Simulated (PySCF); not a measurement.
**Al: ionisation energy**

Al [Ne] 3s2 3p1 (2P) → Al⁺ [Ne] 3s2 (1S), as a difference of total energies. All numbers are calculated (PySCF 2.14, the spin-free X2C one-electron Hamiltonian (Gaussian nucleus), in cc-pVTZ-DK (5s4p2d1f, 34 functions)). Correlated levels: valence: [Ne] frozen. The calculations carry no spin-orbit coupling.

```json
{"method": "UHF", "ionisation energy (eV)": "5.587", "error (eV)": "-0.390"}
{"method": "M06-L", "ionisation energy (eV)": "5.837", "error (eV)": "-0.140"}
{"method": "M06-2X", "ionisation energy (eV)": "5.743", "error (eV)": "-0.234"}
{"method": "MP2 (valence)", "ionisation energy (eV)": "5.809", "error (eV)": "-0.168"}
{"method": "SCS-MP2 (valence)", "ionisation energy (eV)": "5.793", "error (eV)": "-0.184"}
{"method": "CCSD (valence)", "ionisation energy (eV)": "5.901", "error (eV)": "-0.076"}
{"method": "CCSD(T) (valence)", "ionisation energy (eV)": "5.932", "error (eV)": "-0.045"}
```

Reference: 5.977 eV (measured; NIST levels, between the centres of gravity of the two terms).

Errors of the correlated levels include the incompleteness of this basis and the frozen core.
